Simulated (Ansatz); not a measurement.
Input for Ansatz (an electronic-structure program): R-wB97X-V/def2-TZVPPD on CH3NO (SMILES NC=O) with ghost functions. Files ending in .json are basis or fitting sets from the Basis Set Exchange.

Ansatz 0.2 input:
```yaml
crystal:
  periodic: [false, false, false]
  atoms:
    - {symbol: O, position_ang: [-1.14108700, 1.44521200, 0.00000000]}
    - {symbol: C, position_ang: [-0.06175400, 2.03094700, 0.00000000]}
    - {symbol: H, position_ang: [-0.01368700, 3.13016900, 0.00000000]}
    - {symbol: N, position_ang: [1.14108700, 1.43587700, 0.00000000]}
    - {symbol: H, position_ang: [1.21768600, 0.41652700, 0.00000000]}
    - {symbol: H, position_ang: [1.97144600, 2.00209500, 0.00000000]}
basis:
  gaussian:
    orbitals: def2-TZVPPD.json
    ghost_atoms:
      - {symbol: O, position_ang: [1.14108700, -1.44521200, 0.00000000]}
      - {symbol: C, position_ang: [0.06175400, -2.03094700, 0.00000000]}
      - {symbol: H, position_ang: [0.01368700, -3.13016900, 0.00000000]}
      - {symbol: N, position_ang: [-1.14108700, -1.43587700, 0.00000000]}
      - {symbol: H, position_ang: [-1.21768600, -0.41652700, 0.00000000]}
      - {symbol: H, position_ang: [-1.97144600, -2.00209500, 0.00000000]}
hamiltonian:
  xc: {name: wB97X-V}
scf: {lower_state_search: off}
```

Q: Give the final energy of this run.

A: -169.9125 hartree.

Q: How many basis functions does it have, and what does it roughly cost on one machine?

A: 330 functions; about 18 core-seconds (a rough figure).
